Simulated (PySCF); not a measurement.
## Beryllium: a sound run and one with changed settings

Sound run: Be [He] 2s2, Be⁺ [He] 2s1. Calculation: PySCF 2.14, in x2c-SVPall (3s2p, 9 functions); scalar relativity by spin-free X2C-1e. In the sound run the correlated levels freeze 1s2. The sound run starts from symmetry-adapted Hartree-Fock orbitals and uses a fine grid where one is needed.

Changed run: initial guess minao, at most 50 SCF cycles.

| species | method | sound run (hartree) | changed run (hartree) | converged |
| --- | --- | --- | --- | --- |
| Be | UHF | -14.55620 | -14.55620 | yes |
| Be | TPSS | -14.65677 | -14.65677 | yes |
| Be | CCSD(T) | -14.60039 | -14.60039 | yes |
| Be⁺ | M06-L | -14.32293 | -14.32293 | yes |

Here the plain start reaches the same solutions.
